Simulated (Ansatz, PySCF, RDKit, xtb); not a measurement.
# Solving S2F2, step by step, part 1 of 2

Only the formula S2F2 is given. Aim: find the structure of lowest free energy at 298.15 K, then its properties.

The funnel: GFN2-xTB relaxations, single points with a density functional, relaxations at r2SCAN-D4/def2-TZVP, harmonic vibrations, and a last energy at a higher level. All values are calculated.

4 further runs of the same task are left out: 4 set aside as unsound or not needed.

### Step 1. Candidates

All bonding patterns within simple valence rules are listed by program: one Lewis structure each, at most two rings and one unusual centre or charged pair. O–O, O–halogen and N–halogen bonds and N–N–N chains are not drawn. That gives 2 candidates.

| label | SMILES | spin |
| --- | --- | --- |
| c140 | FS(F)=S | singlet |
| c861 | FSSF | singlet |

Candidates are built by distance geometry, with a force field where one applies, in up to four conformers (letters a to d). 10 starts with atoms placed at random are added, to find patterns that the rules miss.

### Step 2. First filter: tight binding

All 12 starts are relaxed the same way. One of them, c776 (atoms placed at random), in full:

File start.xyz:

```xyz
4
c776
F      0.238910    -0.709970     0.356410
F      0.874140    -0.329210    -1.546430
S      0.849440     1.164910    -0.857530
S     -1.355130     0.143910    -1.075450
```

The run is started by

```
$ xtb start.xyz --gfn 2 --opt
```

Standard output, shortened:

```text
* xtb version 6.7.1
[...]
          :  # basis functions                  28          :
[...]
          :  # electrons                        26          :
[...]
          :  Hamiltonian                  GFN2-xTB          :
[...]
          :  net charge                          0          :
          :  unpaired electrons                  0          :
[...]
   *** convergence criteria satisfied after 17 iterations ***
[...]
   *** GEOMETRY OPTIMIZATION CONVERGED AFTER 14 ITERATIONS ***
[...]
   *** convergence criteria satisfied after 3 iterations ***
[...]
         ::                     SUMMARY                     ::
         :::::::::::::::::::::::::::::::::::::::::::::::::::::
         :: total energy             -15.959564596589 Eh    ::
         :: gradient norm              0.000421351986 Eh/a0 ::
         :: HOMO-LUMO gap              3.772687944792 eV    ::
         ::.................................................::
         :: SCC energy               -15.977090618169 Eh    ::
         :: -> isotropic ES            0.027220948655 Eh    ::
         :: -> anisotropic ES          0.001644971919 Eh    ::
         :: -> anisotropic XC         -0.000606474270 Eh    ::
         :: -> dispersion             -0.002409746904 Eh    ::
         :: repulsion energy           0.017526021580 Eh    ::
         :: add. restraining           0.000000000000 Eh    ::
         :: total charge              -0.000000000000 e     ::
         :::::::::::::::::::::::::::::::::::::::::::::::::::::
[...]
        13        2.0000           -0.4320973             -11.7580 (HOMO)
        14                         -0.2934536              -7.9853 (LUMO)
[...]
     #   Z          covCN         q      C6AA      α(0)
     1   9          0.784    -0.246    11.726     4.045
     2   9          0.784    -0.246    11.723     4.044
     3  16          1.764     0.246   131.375    19.293
     4  16          1.764     0.246   131.390    19.294
[...]
     #   Z sym  total        # sym  WBO       # sym  WBO       # sym  WBO
 ---------------------------------------------------------------------------
     1   9      1.120 --     4      1.003     3      0.110
     2   9      1.120 --     3      1.004     4      0.110
     3  16      2.771 --     4      1.657     2      1.004     1      0.110
     4  16      2.770 --     3      1.657     1      1.003     2      0.110
 ---------------------------------------------------------------------------
[...]
molecular dipole:
                 x           y           z       tot (Debye)
 q only:       -0.556       0.898      -0.126
   full:       -0.463       0.748      -0.105       2.250
molecular quadrupole (traceless):
[...]
          | TOTAL ENERGY              -15.959564596589 Eh   |
          | GRADIENT NORM               0.000421351986 Eh/α |
          | HOMO-LUMO GAP               3.772687944792 eV   |
           -------------------------------------------------
[...]
```

It took 0.05 s on 2 threads of Arm Neoverse V2, shared host.

### Step 3. The minima found

11 of the 12 relaxations converged; 9 ended on a minimum already found. 2 distinct structures remain:

```csv
label,start,SMILES after,spin,energy (kcal/mol)
c792,random and drawn,FS(F)=S,singlet,0.0
c381,random and drawn,FSSF,singlet,8.1
```

### Step 4. Screening with a density functional

A choice of the minima (the low ones first, few conformers of a pattern, up to a cap) and the lowest that fell apart get a single point at r2SCAN-D4/def2-SVP on the tight-binding geometry, and one at HF/STO-3G for comparison. The lowest singlets are also tried as triplets at the same geometry (label ending in t). The first, c792:

File input.yaml:

```yaml
crystal:
  periodic: [false, false, false]
  atoms:
    - {symbol: F, position_ang: [-0.603448, 1.254948, 0.454253]}
    - {symbol: F, position_ang: [0.226148, -0.638536, 1.628760]}
    - {symbol: S, position_ang: [-0.952435, -0.389322, 0.456611]}
    - {symbol: S, position_ang: [-0.348576, -1.125610, -1.156204]}
basis:
  gaussian:
    orbitals: def2-SVP
hamiltonian:
  xc: r2scan
  dispersion: d4
scf:
  lower_state_search: off
```

The run is started by

```
$ ansatz run input.yaml --threads 2 --pin off --max-ram 4350MiB --events-out events.jsonl --progress --plain --runs-dir runs
```

Standard output, shortened:

```text
Warning: RAYON_NUM_THREADS=2 ignored (pool sized by the plan → 2); use --threads N
Functional definition: r2SCAN
  name "r2SCAN"
[...]
706 factors; their error is unknown
[...]
mean field -27088.20876091 eV, -995.4733109162 hartree, gradient 4.9e-6 eV, S^2 0.000000; 0 other end points of the search recorded, 0 dependent functions left out
reference -27088.20876478 eV, -995.4733110581 hartree; 25, 25 occupied and 39, 39 virtual orbitals, 706 factors
Total energy: -27088.22904573 eV, -995.4740563693 hartree
Checks for a lower state left out: stability, starts, cluster_reference, orbital_swaps, neighbouring_geometries, increment
```

Wall time 0.87 s (2 threads of Arm Neoverse V2, shared host).

Relative energies in kcal/mol, each column from its lowest structure that stays in one piece:

| label | SMILES | spin | GFN2-xTB | HF/STO-3G | r2SCAN-D4/def2-SVP |
| --- | --- | --- | --- | --- | --- |
| c792 | FS(F)=S | singlet | 0.0 | 60.1 | 0.0 |
| c381 | FSSF | singlet | 8.1 | 0.0 | 1.4 |
| c792t | FS(F)=S | triplet | – | – | 79.2 |
| c381t | FSSF | triplet | – | – | 90.7 |

### Step 5. Refinement at r2SCAN-D4/def2-TZVP

3 candidates are relaxed at r2SCAN-D4/def2-TZVP (chosen among the lowest in one piece, with other spins of them). The first, c792:

input.yaml, as its differences from that of step 4:

```diff
@@ -9,3 +9,3 @@
   gaussian:
-    orbitals: def2-SVP
+    orbitals: def2-TZVP
 hamiltonian:
@@ -15 +15,3 @@
   lower_state_search: off
+relax:
+  f_tol: 0.003
```

The run is started by

```
$ ansatz run input.yaml --threads 2 --pin off --max-ram 4350MiB --events-out events.jsonl --progress --plain --runs-dir runs
```

Standard output, shortened:

```text
Warning: RAYON_NUM_THREADS=2 ignored (pool sized by the plan → 2); use --threads N
[...]
[... 2 set-up lines as earlier in the session ...]
[...]
834 factors; their error is unknown
[...]
mean field -27103.45141134 eV, -996.0334679877 hartree, gradient 6.1e-6 eV, S^2 0.000000; 0 other end points of the search recorded, 0 dependent functions left out
[...]
reference -27103.45141795 eV, -996.0334682303 hartree; 25, 25 occupied and 111, 111 virtual orbitals, 834 factors
relax step   1: F+E_penalty+E_count = -27103.47169229 eV  Δ(F+E_penalty+E_count) = +0.000e0 eV  max|allowed force component| = 1.129e0 eV/Å  Δτ_max = 0.0000 Å  (18 SCF iters, accepted)
[...]
relax step   5: F+E_penalty+E_count = -27103.53705456 eV  Δ(F+E_penalty+E_count) = -1.517e-3 eV  max|allowed force component| = 5.449e-3 eV/Å  Δτ_max = 0.0072 Å  (23 SCF iters, accepted)
[...]
relax step   6: F+E_penalty+E_count = -27103.53705865 eV  Δ(F+E_penalty+E_count) = -4.088e-6 eV  max|allowed force component| = 2.492e-3 eV/Å  Δτ_max = 0.0005 Å  (13 SCF iters, accepted)
Total energy: -27103.53706523 eV, -996.0366157099 hartree
Atom 0 at    -0.606147     1.220802     0.443577 Å, force     0.000923    -0.000882     0.000860 eV/Å
Atom 1 at     0.208821    -0.639216     1.597600 Å, force    -0.000081     0.001423    -0.000570 eV/Å
Atom 2 at    -0.935972    -0.371341     0.474068 Å, force    -0.000186    -0.001616    -0.002492 eV/Å
Atom 3 at    -0.345012    -1.108765    -1.131825 Å, force    -0.000655     0.001076     0.002201 eV/Å
Dipole moment:    -0.182257    -0.089085    -0.014875 e Å
Checks for a lower state left out: stability, starts, cluster_reference, orbital_swaps, neighbouring_geometries, increment
```

Wall time 9.3 s (2 threads of Arm Neoverse V2, shared host).

Energy change by step (eV): 0.0000, -0.0341, -0.0638, -0.0601, -0.0654, -0.0654.

After the run. Bond lengths: F1–S3 1.626 Å, F2–S3 1.626 Å, S3–S4 1.863 Å. Angles: F1–S3–F2 91.8°, F1–S3–S4 107.9°, F2–S3–S4 107.9°.

### Step 6. The relaxed candidates

| label | spin | r2SCAN-D4/def2-SVP (kcal/mol) | r2SCAN-D4/def2-TZVP, relaxed (kcal/mol) | time |
| --- | --- | --- | --- | --- |
| c792 | singlet | 0.0 | 0.0 | 9.3 s |
| c381 | singlet | 1.4 | 2.6 | 15 s |
| c792t | triplet | 79.2 | 52.3 | 3.1 min |

c792: Bond lengths: F1–S3 1.626 Å, F2–S3 1.626 Å, S3–S4 1.863 Å. Angles: F1–S3–F2 91.8°, F1–S3–S4 107.9°, F2–S3–S4 107.9°.

c381: Bond lengths: F2–S3 1.653 Å, F1–S4 1.653 Å, S3–S4 1.886 Å. Angles: F2–S3–S4 109.3°, F1–S4–S3 109.3°.

c792t: Bond lengths: F1–S3 1.760 Å, F2–S3 1.603 Å, S3–S4 1.945 Å. Angles: F1–S3–F2 90.4°, F1–S3–S4 161.9°, F2–S3–S4 107.6°.

### Step 7. Vibrations and thermal terms

The lowest few in one piece go on as finalists. Harmonic vibrations at r2SCAN-D4/def2-TZVP test each finalist and give the zero-point energy and the thermal terms. The first, c792:

File input.yaml:

```yaml
crystal:
  periodic: [false, false, false]
  atoms:
    - symbol: F
      position_ang: [-0.606147, 1.220802, 0.443577]
    - symbol: F
      position_ang: [0.208821, -0.639216, 1.597600]
    - symbol: S
      position_ang: [-0.935972, -0.371341, 0.474068]
    - symbol: S
      position_ang: [-0.345012, -1.108765, -1.131825]
basis:
  gaussian:
    orbitals: def2-TZVP
hamiltonian:
  xc: r2scan
  dispersion: d4
scf:
  lower_state_search: "off"
phonons: {}
```

The run is started by

```
$ ansatz run input.yaml --threads 2 --pin off --max-ram 4350MiB --events-out events.jsonl --progress --plain --runs-dir runs
```

Standard output, shortened:

```text
Warning: RAYON_NUM_THREADS=2 ignored (pool sized by the plan → 2); use --threads N
[... 2 set-up lines as earlier in the session ...]
[...]
834 factors; their error is unknown
[...]
mean field -27103.51674367 eV, -996.0358689063 hartree, gradient 6.0e-6 eV, S^2 0.000000; 0 other end points of the search recorded, 0 dependent functions left out
[...]
reference -27103.51675024 eV, -996.0358691479 hartree; 25, 25 occupied and 111, 111 virtual orbitals, 834 factors
[...]
834 factors; their error is unknown
mean field -27103.51673572 eV, -996.0358686142 hartree, gradient 2.2e-6 eV, S^2 0.000000; 0 other end points of the search recorded, 0 dependent functions left out
[...]
reference -27103.51674229 eV, -996.0358688558 hartree; 25, 25 occupied and 111, 111 virtual orbitals, 834 factors
[...]
834 factors; their error is unknown
[...]
834 factors; their error is unknown
mean field -27103.51673260 eV, -996.0358684995 hartree, gradient 2.2e-6 eV, S^2 0.000000; 0 other end points of the search recorded, 0 dependent functions left out
[...]
reference -27103.51673917 eV, -996.0358687411 hartree; 25, 25 occupied and 111, 111 virtual orbitals, 834 factors
Total energy: -27103.53708746 eV, -996.0366165270 hartree
Atom 0 at    -0.606147     1.220802     0.443577 Å, force     0.001009    -0.000929     0.000815 eV/Å
Atom 1 at     0.208821    -0.639216     1.597600 Å, force    -0.000034     0.001452    -0.000662 eV/Å
Atom 2 at    -0.935972    -0.371341     0.474068 Å, force    -0.000347    -0.001747    -0.002570 eV/Å
Atom 3 at    -0.345012    -1.108765    -1.131825 Å, force    -0.000628     0.001224     0.002417 eV/Å
Dipole moment:    -0.182257    -0.089085    -0.014876 e Å
Vibrations: 269.45 325.66 399.57 664.52 704.89 762.90 cm⁻¹, zero-point energy 0.193849 eV
Checks for a lower state left out: stability, starts, cluster_reference, orbital_swaps, neighbouring_geometries, increment
```

Run time: 23 s. Hardware: 2 threads of Arm Neoverse V2, shared host.

### Step 8. Zero-point energy and free-energy terms

At 298.15 K and 1 atm, ideal gas, rigid rotor and harmonic oscillator:

| label | SMILES | spin | point group | lowest mode (cm⁻¹) | zero-point (kcal/mol) | G − E (kcal/mol) |
| --- | --- | --- | --- | --- | --- | --- |
| c792 | FS(F)=S | singlet | Cs | 269 | 4.5 | -13.1 |
| c381 | FSSF | singlet | C2 | 183 | 4.0 | -13.9 |
| c792t | FS(F)=S | triplet | Cs | 164 | 3.5 | -15.2 |

Chiral structures get −RT ln 2 for their mirror image.

### Step 9. The final energy

Single points at CCSD(T)/def2-TZVPP on the refined geometries decide the order.

c792, CCSD(T)/def2-TZVPP:

input.yaml, as its differences from that of step 7:

```diff
@@ -13,8 +13,5 @@
   gaussian:
-    orbitals: def2-TZVP
-hamiltonian:
-  xc: r2scan
-  dispersion: d4
-scf:
-  lower_state_search: "off"
-phonons: {}
+    orbitals: def2-TZVPP
+correlation:
+  method: ccsd_t
+  frozen_orbitals: {S: 5, F: 1}
```

The run is started by

```
$ ansatz run input.yaml --threads 2 --pin off --max-ram 4350MiB --events-out events.jsonl --progress --plain --runs-dir runs
```

Standard output, shortened:

```text
Warning: RAYON_NUM_THREADS=2 ignored (pool sized by the plan → 2); use --threads N
Functional definition: HF
  name "HF"
[...]
908 factors; integrals over basis functions are off by at most 5.4e-4 eV
[...]
mean field -27047.93905822 eV, -993.9934266379 hartree, gradient 2.0e-6 eV, S^2 0.000000; 0 other end points of the search recorded, 0 dependent functions left out
12 core orbitals not correlated: weight in the atoms' cores, before any rotation towards them, 1.000 or more for the frozen orbitals, at most 0.000 for the correlated occupied ones
reference -27047.93905822 eV, -993.9934266379 hartree; 13, 13 occupied and 121, 121 virtual orbitals, 908 factors
second order -23.57429246 eV of doubles, -0.00000000 eV of singles
cycle   1  -23.14478082 eV  change    4.3e-1 eV  update   1.3e-1
[...]
cycle  10  -23.92173810 eV  change   -2.7e-5 eV  update   2.4e-5
perturbative correction -1.06898322 eV, -0.0392844087 hartree
Total energy: -27072.92977953 eV, -994.9118187070 hartree
```

It took 8.4 s on 2 threads of Arm Neoverse V2, shared host; peak memory 0.67 GiB.

### Step 10. c381 at CCSD(T)/def2-TZVPP

File input.yaml:

```yaml
crystal:
  periodic: [false, false, false]
  atoms:
    - {symbol: F, position_ang: [-0.058964, -1.645638, 1.345007]}
    - {symbol: F, position_ang: [0.921209, 0.961015, -1.068725]}
    - {symbol: S, position_ang: [0.050825, 1.059008, 0.332601]}
    - {symbol: S, position_ang: [-0.964408, -0.515616, 0.548697]}
basis:
  gaussian:
    orbitals: def2-TZVPP
correlation:
  method: ccsd_t
  frozen_orbitals: {S: 5, F: 1}
```

The run is started by

```
$ ansatz run input.yaml --threads 2 --pin off --max-ram 4350MiB --events-out events.jsonl --progress --plain --runs-dir runs
```

Standard output, shortened:

```text
Warning: RAYON_NUM_THREADS=2 ignored (pool sized by the plan → 2); use --threads N
[... 2 set-up lines as earlier in the session ...]
[...]
908 factors; integrals over basis functions are off by at most 7.3e-4 eV
[...]
mean field -27048.04645417 eV, -993.9973733663 hartree, gradient 4.0e-6 eV, S^2 0.000000; 0 other end points of the search recorded, 0 dependent functions left out
12 core orbitals not correlated: weight in the atoms' cores, before any rotation towards them, 1.000 or more for the frozen orbitals, at most 0.000 for the correlated occupied ones
reference -27048.04645417 eV, -993.9973733663 hartree; 13, 13 occupied and 121, 121 virtual orbitals, 908 factors
second order -23.17453851 eV of doubles, -0.00000000 eV of singles
cycle   1  -22.98763514 eV  change    1.9e-1 eV  update   1.3e-1
[...]
cycle  12  -23.75868372 eV  change   -1.7e-5 eV  update   7.0e-6
perturbative correction -1.01390635 eV, -0.0372603712 hartree
Total energy: -27072.81904424 eV, -994.9077492599 hartree
```

It took 21 s on 2 threads of Arm Neoverse V2, shared host; peak memory 0.89 GiB.

### Step 11. Free energies and the winner

Energies in kcal/mol from c792; G adds the thermal terms to the CCSD(T)/def2-TZVPP energy. The columns left of the relaxed level are at the tight-binding geometries.

| label | SMILES | spin | r2SCAN-D4/def2-SVP | r2SCAN-D4/def2-TZVP | HF/def2-TZVPP | MP2/def2-TZVPP | CCSD(T)/def2-TZVPP | G | share at equilibrium | T1 |
| --- | --- | --- | --- | --- | --- | --- | --- | --- | --- | --- |
| c792 | FS(F)=S | singlet | 0.0 | 0.0 | 0.0 | 0.0 | 0.0 | 0.0 | 95.5 % | 0.019 |
| c381 | FSSF | singlet | 1.4 | 2.6 | -2.5 | 6.7 | 2.6 | 1.8 | 4.5 % | 0.020 |
| c792t | FS(F)=S | triplet | 79.2 | 52.3 | 50.3 | 68.9 | 60.1 | 58.1 | < 0.1 % | 0.028 |

Lowest found: c792, `FS(F)=S`, a singlet of point group Cs. Bond lengths: F1–S3 1.626 Å, F2–S3 1.626 Å, S3–S4 1.863 Å. Angles: F1–S3–F2 91.8°, F1–S3–S4 107.9°, F2–S3–S4 107.9°.

```xyz
4

F    -0.6061    1.2208    0.4436
F     0.2088   -0.6392    1.5976
S    -0.9360   -0.3713    0.4741
S    -0.3450   -1.1088   -1.1318
```

### Step 12. Density, orbitals and dipole (PBE0/def2-TZVPD)

File input.yaml:

```yaml
crystal:
  periodic: [false, false, false]
  atoms:
    - {symbol: F, position_ang: [-0.606147, 1.220802, 0.443577]}
    - {symbol: F, position_ang: [0.208821, -0.639216, 1.597600]}
    - {symbol: S, position_ang: [-0.935972, -0.371341, 0.474068]}
    - {symbol: S, position_ang: [-0.345012, -1.108765, -1.131825]}
basis:
  gaussian:
    orbitals: def2-TZVPD
hamiltonian:
  xc: {name: PBE0}
output: {forces: true, orbitals: {seedname: orbitals}}
```

The run is started by

```
$ ansatz run input.yaml --threads 2 --pin off --max-ram 4350MiB --events-out events.jsonl --progress --plain --runs-dir runs
```

Standard output, shortened:

```text
Warning: RAYON_NUM_THREADS=2 ignored (pool sized by the plan → 2); use --threads N
Functional definition: PBE0
  name "PBE0"
[...]
1024 factors; their error is unknown
[...]
mean field -27094.41575880 eV, -995.7014138813 hartree, gradient 1.6e-5 eV, S^2 0.000000; 0 other end points of the search recorded, 0 dependent functions left out
[...]
reference -27094.41580374 eV, -995.7014155329 hartree; 25, 25 occupied and 147, 147 virtual orbitals, 1024 factors
Total energy: -27094.41580374 eV, -995.7014155329 hartree
Atom 0 at    -0.606147     1.220802     0.443577 Å, force    -0.101118    -0.459466     0.017054 eV/Å
Atom 1 at     0.208821    -0.639216     1.597600 Å, force    -0.337705     0.080502    -0.317962 eV/Å
Atom 2 at    -0.935972    -0.371341     0.474068 Å, force     0.538348     0.273633     0.060852 eV/Å
Atom 3 at    -0.345012    -1.108765    -1.131825 Å, force    -0.099526     0.105332     0.240055 eV/Å
Dipole moment:    -0.192892    -0.101304    -0.027060 e Å
```

Run time: 3.3 s. Hardware: 2 threads of Arm Neoverse V2, shared host.

### Step 13. Frequencies after a tight-binding relaxation (GFN2-xTB)

File start.xyz:

```xyz
4
c792
F     -0.606147     1.220802     0.443577
F      0.208821    -0.639216     1.597600
S     -0.935972    -0.371341     0.474068
S     -0.345012    -1.108765    -1.131825
```

The run is started by

```
$ xtb start.xyz --gfn 2 --ohess tight
```

Standard output, shortened:

```text
* xtb version 6.7.1
[...]
          :  # basis functions                  28          :
[...]
          :  # electrons                        26          :
[...]
          :  Hamiltonian                  GFN2-xTB          :
[...]
          :  net charge                          0          :
          :  unpaired electrons                  0          :
[...]
   *** convergence criteria satisfied after 11 iterations ***
[...]
   *** GEOMETRY OPTIMIZATION CONVERGED AFTER 7 ITERATIONS ***
[...]
   *** convergence criteria satisfied after 3 iterations ***
[...]
         ::                     SUMMARY                     ::
         :::::::::::::::::::::::::::::::::::::::::::::::::::::
         :: total energy             -15.972464782112 Eh    ::
         :: gradient norm              0.000076990233 Eh/a0 ::
         :: HOMO-LUMO gap              2.941208245976 eV    ::
         ::.................................................::
         :: SCC energy               -15.996014640709 Eh    ::
         :: -> isotropic ES            0.033766561808 Eh    ::
         :: -> anisotropic ES          0.004968868779 Eh    ::
         :: -> anisotropic XC         -0.000236798167 Eh    ::
         :: -> dispersion             -0.002495756866 Eh    ::
         :: repulsion energy           0.023549858597 Eh    ::
         :: add. restraining           0.000000000000 Eh    ::
         :: total charge               0.000000000000 e     ::
         :::::::::::::::::::::::::::::::::::::::::::::::::::::
[...]
        13        2.0000           -0.4175671             -11.3626 (HOMO)
        14                         -0.3094797              -8.4214 (LUMO)
[...]
     #   Z          covCN         q      C6AA      α(0)
     1   9          0.785    -0.306    12.393     4.158
     2   9          0.785    -0.306    12.393     4.158
     3  16          2.550     0.887   109.951    17.648
     4  16          0.981    -0.275   150.885    20.776
[...]
molecular dipole:
                 x           y           z       tot (Debye)
 q only:       -1.198      -0.426       0.160
   full:       -1.069      -0.222       0.397       2.953
molecular quadrupole (traceless):
[...]
          | TOTAL ENERGY              -15.972464782112 Eh   |
          | TOTAL ENTHALPY            -15.960698956735 Eh   |
          | TOTAL FREE ENERGY         -15.994877034724 Eh   |
          | GRADIENT NORM               0.000077040036 Eh/α |
[...]
```

It took 0.058 s on 2 threads of Arm Neoverse V2, shared host.

(Continued in part 2 of 2.)
